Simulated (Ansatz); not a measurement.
## GaGeH₂ (H-bridged), doublet: vertical spin and charge gaps

Geometry (PBE0/def2-TZVP stationary point for this spin, not checked as a minimum):

```json
{"atom": "Ge", "x (Å)": "0.0000", "y (Å)": "-0.0037", "z (Å)": "1.1629"}
{"atom": "Ga", "x (Å)": "0.0000", "y (Å)": "-0.0229", "z (Å)": "-1.1765"}
{"atom": "H", "x (Å)": "0.0000", "y (Å)": "1.4325", "z (Å)": "0.2695"}
{"atom": "H", "x (Å)": "0.0000", "y (Å)": "0.4115", "z (Å)": "-2.6972"}
```

Basis cc-pVDZ; Ansatz 0.2.0. Only valence electrons are correlated (noble-gas cores and the filled d shells of p-block atoms frozen). R marks a restricted (for open shells ROHF) determinant, U an unrestricted one. Active spaces: valence = (9e, 10o) chosen from the atoms' valence shells. No spin–orbit coupling is included, and no scalar relativity.

Gaps are energies of the second state less the first, at fixed atoms, for a selection of the levels run; each method lands on the state that its own search finds for that charge and spin.

Quartet less doublet: 3.196 eV at UCCSDT(Q).

| level | gap (eV) | error (meV) |
| --- | --- | --- |
| UHF | 2.772 | -424 |
| UMP2 | 3.193 | -3 |
| UCCSD(T) | 3.196 | 0 |
| BCCD(T) | 3.210 | 14 |
| UCCSDT | 3.194 | -2 |
| MRCISD (valence space) | 3.230 | 34 |
| MRCISD+Q (valence space) | 3.226 | 30 |
| B3LYP | 3.395 | 199 |
| wB97M-V | 3.369 | 173 |
| RPA-PBE | 3.233 | 37 |

PBE gives 8.767 eV for removing an electron, to the triplet. Estimate what UCCSDT(Q) gives in cc-pVDZ.

UCCSDT(Q) in cc-pVDZ gives 8.472 eV, so against it PBE is off by 0.295 eV.

```tsv
level	gap (eV)	error (meV)
UHF	7.732	-740
UCCSD	8.433	-39
BCCD(T)	8.477	5
MRCISD (valence space)	8.418	-54
MRCISD+Q (valence space)	8.483	11
PBE0	8.774	302
BHLYP	8.712	240
wB97M-V	8.779	307
RPA-PBE	8.647	175
```

In so small a basis the reference is far from its limit while semilocal and hybrid functionals are nearer theirs (RPA and double hybrids share much of the reference's basis error), so the functionals' errors here hold much of the reference's basis and frozen-core error, which can add to them or hide them.

Full CI isn't at hand for all of this; UCCSDT(Q) serves as the reference, and is uncertain by about the last step of the cluster series. The frozen core follows each run's orbitals, which can shift R against U totals by a few meV for light atoms and by up to 0.1 eV past Ca.
